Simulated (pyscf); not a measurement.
`[OH][SiH3]` + `[OH2]` → `[OH][SiH2][OH]` + `[H][H]` (four-centre exchange; singlet surface; H–Si, H–O broken, O–Si, H–H formed). Single points on ωB97X-D3(BJ)/def2-SVP structures (PySCF, gas phase). Energies in kJ/mol from the separated reactants.

```json
[
 {"level": "ωB97X-D3(BJ)/def2-TZVP", "barrier": "…", "reaction energy": "-97.4"},
 {"level": "PBE/def2-TZVP", "barrier": "108.3", "reaction energy": "-91.9"},
 {"level": "r²SCAN/def2-TZVP", "barrier": "114.5", "reaction energy": "-102.7"},
 {"level": "B3LYP-D3(BJ)/def2-TZVP", "barrier": "130.8", "reaction energy": "-98.0"},
 {"level": "PBE0-D3(BJ)/def2-TZVP", "barrier": "119.5", "reaction energy": "-91.5"},
 {"level": "M06-2X/def2-TZVP", "barrier": "…", "reaction energy": "…"}
]
```

Q: Complete the blanks.

A: 
- ωB97X-D3(BJ)/def2-TZVP, barrier: 130.9
- M06-2X/def2-TZVP, barrier: 131.1
- M06-2X/def2-TZVP, reaction energy: -108.0

The functionals in the table span 22.8 kJ/mol in this barrier, from PBE to M06-2X. The same reactants have a lower exit, to H₂O + HO–SiH₃ (barrier +103.3 kJ/mol at ωB97M-D3(BJ)/def2-TZVP, against +127.6 kJ/mol here). This is the saddle that the search found; another between the same sides may lie lower.
